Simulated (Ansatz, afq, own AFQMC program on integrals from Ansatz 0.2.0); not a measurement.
Where AFQMC and coupled cluster stand for AlH₃, singlet

```tsv
atom	x (Å)	y (Å)	z (Å)
Al	0.0000	0.0000	0.0000
H	1.4161	0.0134	-0.0001
H	-0.7197	1.2197	-0.0025
H	-0.6964	-1.2331	0.0026
```

Basis cc-pVDZ. Noble-gas cores (and the filled d shells of Ga–Kr and In–Xe) are frozen. Integrals, coupled cluster, full CI and functionals: Ansatz 0.2.0; the random walks run on the same integrals in our own AFQMC program. ph-AFQMC/CISD is guided by a CISD state made of CCSD amplitudes; releasing the constraint for a short imaginary time cuts its bias at the price of noise, slowly where states lie close. Error bars are statistical, one sigma.

Determinant: RHF, the one that the program's search chose, which needn't be the lowest solution. The geometry is a point of a scan.

Full CI on the same integrals is exact in this basis and with this determinant's frozen core.

* T1 diagnostic: 0.0072
* weight of the determinant in the CISD state: 0.943
* size of the correlated space: 6 electrons in 28 orbitals

Reference: full CI, correlation energy -2.805 eV. The released energy is read at 2.40 1/Eh (meV from the phaseless value at times in 1/Eh: -1.0 ± 0.6 at 0.24, -1.0 ± 0.6 at 0.51, -1.8 ± 0.4 at 0.99, -1.6 ± 0.3 at 1.62, -1.8 ± 0.5 at 2.40).

```
         level  E − E(reference) (kcal/mol)  share of correlation (%)
            HF                        64.67                      0.00
           MP2                        15.87                     75.45
          CCSD                         0.79                     98.77
       CCSD(T)                         0.20                     99.69
         CCSDT                         0.01                     99.98
      CCSDT(Q)                         0.00                    100.00
        CCSDTQ                         0.00                    100.00
 ph-AFQMC/CISD                  0.03 ± 0.02                     99.95
released AFQMC                 -0.01 ± 0.01                    100.02
```

CCSDT and higher add their correlation energy to the determinant of the CCSD(T) run, since their own runs factorise the integrals more tightly (a shift of under 2 meV). A walk keeps the symmetry of its determinant, which the program's search chose and which needn't be the lowest solution, so a lower state of the same spin and another symmetry isn't excluded. Released energies are given only where the last usable release times agree within the noise; a slower fall can still hide under it.
